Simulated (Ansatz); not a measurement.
A made-up structure of Si2H4S, closed shell:

Si1  (-0.896, -0.191, -0.658)
Si2  (0.826, 0.414, 0.647)
S3  (0.510, -1.639, 0.087)
H4  (-2.276, -0.327, -0.136)
H5  (-0.881, 0.002, -2.127)
H6  (0.662, 0.706, 2.090)
H7  (1.219, -2.765, 0.369)
(Å)

It is relaxed with PBE-D4/def2-SVP and then PBE0-D4/def2-TZVP (Ansatz 0.2.0). Atoms count as bonded within 1.22 times the sum of their covalent radii (H–H: 0.88 Å). The end point is not checked to be a true minimum.

(1) Does its bonding change? (A judgement: the text doesn't fix the answer.)

Results:

(1) Computed: No: no bond forms or breaks.

Where it ends: The first stage lowers the energy by 2.32 eV in 14 steps. It ends as Si₂H₄S ([SiH]1[SiH2][SH]1):
```csv
atom,x (Å),y (Å),z (Å)
Si1,-0.7219,-0.1330,-0.5123
Si2,1.1709,0.4628,0.6822
S3,0.3004,-1.7763,0.6271
H4,-2.1313,-0.1647,-0.0404
H5,-0.6893,-0.5771,-1.9320
H6,0.2037,0.6239,1.8518
H7,1.0314,-2.2347,-0.4044
```

Labels in which every atom is bracketed show which atoms are joined, not bond orders.

For scale, one of the runs: PBE0-D4/def2-TZVP relaxation, 135 basis functions, launched by `ansatz run in.yaml --threads 2 --pin off --events-out ev --progress --plain --max-ram 4352MiB`. Hardware: 2 CPU threads of an Arm Neoverse V1, shared host. Wall time about 22 s.
